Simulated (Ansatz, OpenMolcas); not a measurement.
How methods differ on CH2AlN (SMILES N#[C][AlH2])

CH2AlN has 5 atoms, charge 0, and is taken as a singlet. As SMILES, `N#[C][AlH2]`. The shape is that of a PBE0-D4/def2-TZVP optimisation.

Quantity: the vertical ionisation energy (to the doublet cation), in eV. The values are calculated.

```json
{"level": "SVWN5/aug-cc-pVDZ", "kind": "LDA", "program": "Ansatz", "value (eV)": "11.24"}
{"level": "PBE/aug-cc-pVDZ", "kind": "GGA", "program": "Ansatz", "value (eV)": "11.13"}
{"level": "revPBE/aug-cc-pVDZ", "kind": "GGA", "program": "OpenMolcas", "value (eV)": "11.10"}
{"level": "r2SCAN/aug-cc-pVDZ", "kind": "meta-GGA", "program": "Ansatz", "value (eV)": "11.28"}
{"level": "BHLYP/aug-cc-pVDZ", "kind": "global hybrid", "program": "OpenMolcas", "value (eV)": "11.72"}
{"level": "PBE-QIDH/aug-cc-pVDZ", "kind": "double hybrid", "program": "Ansatz", "value (eV)": "12.15"}
{"level": "RPA@PBE0/aug-cc-pVDZ", "kind": "RPA", "program": "Ansatz", "value (eV)": "11.68"}
{"level": "MP2/aug-cc-pVDZ", "kind": "perturbation theory", "program": "Ansatz", "value (eV)": "12.91"}
{"level": "CCSD(T)/aug-cc-pVDZ", "kind": "coupled cluster or CI", "program": "Ansatz", "value (eV)": "11.97"}
{"level": "FCI/STO-3G", "kind": "full CI, core frozen", "program": "Ansatz", "value (eV)": "8.88"}
```

The values span 8.88 to 12.91 eV. The coupled-cluster rows rest on a doubtful reference here (large T1 or Brueckner and Hartree–Fock orbitals at odds), and rows may lie in different states. High-level rows in very small sets aren't better than simpler rows in larger ones.
